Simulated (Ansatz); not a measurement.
## P (model structure, started from the graphite type, P6₃/mmc, No. 194, 4 atoms in the cell): properties by level of theory

```
level (code)         lattice constant a (Å)  c axis length (Å)
-------------------  ----------------------  -----------------
PBE (Ansatz)                            ___                ___
PBEsol (Ansatz)                       3.941              4.822
PBE-D3(BJ) (Ansatz)                   3.925              4.803
```

**Question.** What belongs in the gaps?

**Answer.** 
- PBE (Ansatz, a first-principles code), lattice constant a (Å): 3.992
- PBE (Ansatz), c axis length (Å): 4.924

Ansatz's density-functional and Hartree–Fock values are scalar-relativistic unless marked +SOC, with PAW data made under PBE.

The computed numbers hold no vibrational or temperature effects.

A model structure was made by putting elements into a prototype or built by hand; it is no filed structure, need not be a known phase, and can be a saddle point held by its symmetry.
